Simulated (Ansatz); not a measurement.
C3H5NO (`COC1=NC1`). Total charge 0; spin multiplicity 1. The structure was optimised at the PBE0-D4/def2-TZVP level.

```xyz
10

C     1.008   -1.258    0.689
O    -0.237   -0.960    0.045
C    -0.385    0.307   -0.235
N     0.195    1.409   -0.139
C    -1.214    1.318   -0.797
H     1.008   -2.331    0.862
H     1.841   -0.975    0.043
H     1.081   -0.717    1.634
H    -2.040    1.739   -0.229
H    -1.256    1.468   -1.873
```

Task: What is the dipole moment at r2SCAN/def2-TZVPP? (Best estimate.)

Result: Computed: 2.03 D, with components (0.02, -2.00, 0.34) D in this frame, pointing from negative to positive charge.

Task: And with PBE, B3LYP, ωB97M-V? (Best estimate.)

Result: Computed: PBE 1.99 D, B3LYP 1.97 D, ωB97M-V 1.96 D.

Task: Give the Mulliken charges with r2SCAN, ωB97M-V, PBE in def2-TZVPP. (Best estimate.)

Result: Computed: 
```
atom  r2SCAN  ωB97M-V    PBE
  C1   -0.01    -0.19  -0.15
  O2   -0.25    -0.24  -0.18
  C3    0.25     0.22   0.15
  N4   -0.29    -0.25  -0.20
  C5   -0.07    -0.16  -0.15
  H6    0.08     0.14   0.13
  H7    0.08     0.14   0.12
  H8    0.08     0.14   0.12
  H9    0.06     0.10   0.08
 H10    0.06     0.10   0.08
```

B3LYP here is the variant with VWN-RPA as its local correlation; programs differ in this.
